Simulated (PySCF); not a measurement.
Compound: C4H4F2.
SMILES with atom numbers: `[F:1][CH2:2][C:3]#[C:4][CH2:5][F:6]` (hydrogens: H7, H8 on C2; H9, H10 on C5)

The same species was optimised twice, with GFN2-xTB and with PBE0-D3(BJ)/def2-SVP (PySCF), and the same property calculations (PySCF, gas phase) were run on both structures.

```tsv
coordinate	GFN2-xTB	PBE0-D3(BJ)/def2-SVP	change
C3≡C4 (Å)	1.199	1.212	+0.013
C4–C5 (Å)	1.448	1.456	+0.008
C2–C3 (Å)	1.448	1.456	+0.008
C5–F6 (Å)	1.376	1.369	-0.007
F1–C2 (Å)	1.377	1.369	-0.008
C2–C3–C4 (°)	175.8	179.4	+3.6
C3–C4–C5 (°)	176.1	179.5	+3.4
F1–C2–C3 (°)	111.2	112.3	+1.1
C4–C5–F6 (°)	111.3	112.3	+1.0
```

Rotational constants: A = 15156, B = 1217, C = 1207 MHz (GFN2-xTB) against A = 15973, B = 1177, C = 1170 MHz (PBE0-D3(BJ)/def2-SVP). Point groups within 0.08 Å: C2 and C2.

On the GFN2-xTB structure: lowest singlet, TDDFT (eV) 6.07 [PBE0/def2-SVPD]; isotropic polarisability (au) 50.6 [PBE0/def2-SVPD]; HOMO (eV) -8.30 [PBE0/def2-SVPD]; LUMO (eV) -0.26 [PBE0/def2-SVPD]; dipole (D) 1.83 [PBE0/def2-SVPD]; HOMO (eV) -8.23 [PBE0/pcSseg-1]; LUMO (eV) -0.04 [PBE0/pcSseg-1]; dipole (D) 1.88 [PBE0/pcSseg-1]; GIAO shielding of F1/F6 (mean) (ppm) 418.3 [PBE0/pcSseg-1]; GIAO shielding of C2/C5 (mean) (ppm) 113.7 [PBE0/pcSseg-1]; GIAO shielding of C3/C4 (mean) (ppm) 92.9 [PBE0/pcSseg-1].

Problem. What do these properties become on the PBE0-D3(BJ)/def2-SVP structure?

Solution. 
```csv
property,level,on GFN2-xTB,on PBE0-D3(BJ)/def2-SVP,change
"lowest singlet, TDDFT (eV)",PBE0/def2-SVPD,6.07,6.01,-0.06
isotropic polarisability (au),PBE0/def2-SVPD,50.6,51.2,+0.6
HOMO (eV),PBE0/def2-SVPD,-8.30,-8.22,+0.08
LUMO (eV),PBE0/def2-SVPD,-0.26,-0.25,+0.01
dipole (D),PBE0/def2-SVPD,1.83,1.88,+0.05
"energy, GFN2-xTB geometry as zero (kcal/mol)",PBE0/def2-SVPD,0.0,-0.6,-0.6
HOMO (eV),PBE0/pcSseg-1,-8.23,-8.17,+0.06
LUMO (eV),PBE0/pcSseg-1,-0.04,-0.03,+0.01
dipole (D),PBE0/pcSseg-1,1.88,1.94,+0.06
"energy, GFN2-xTB geometry as zero (kcal/mol)",PBE0/pcSseg-1,0.0,-0.2,-0.2
GIAO shielding of F1/F6 (mean) (ppm),PBE0/pcSseg-1,418.3,421.5,+3.2
GIAO shielding of C2/C5 (mean) (ppm),PBE0/pcSseg-1,113.7,113.7,0.0
GIAO shielding of C3/C4 (mean) (ppm),PBE0/pcSseg-1,92.9,92.6,-0.3
```

The heavy atoms differ by 0.049 Å rms after alignment. Among bonds between heavy atoms C3≡C4 changes most (+0.013 Å). Changes are differences of the printed values. Neither structure is proved a minimum here.
